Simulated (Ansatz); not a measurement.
## bcc Cs

The numbers are results of PBE (Ansatz, an electronic-structure program, plane waves, PAW), not measurements.

Run with plane-wave cutoff 520 eV, 16×16×16 k mesh, Fermi–Dirac smearing 0.048 eV (set by the program), scalar-relativistic PAW data made under PBE.

Cell: relaxed at this level.

```
Quantity                                         Result
---------------------------------------------  --------
elastic constant C11                           2.18 GPa
elastic constant C12                           1.85 GPa
elastic constant C44                           1.37 GPa
Voigt–Reuss–Hill bulk modulus                  1.96 GPa
Voigt–Reuss–Hill shear modulus (Hill average)  0.62 GPa
Young modulus                                   1.7 GPa
Poisson ratio                                     0.357
```

Measured, for comparison: elastic constant C11 2.6 GPa, elastic constant C12 2.16 GPa, elastic constant C44 1.6 GPa (temperature not stated, not corrected to a static lattice; as tabulated in arXiv:1601.06701). Computed (rounded) less measured: elastic constant C11 -16 %, elastic constant C12 -14 %, elastic constant C44 -14 %.

Elastic constants are with the ions relaxed.

Spin–orbit coupling is not included.

The computed numbers hold no vibrational or temperature effects.

Cost on a shared machine: around 5 core-minutes (rough).
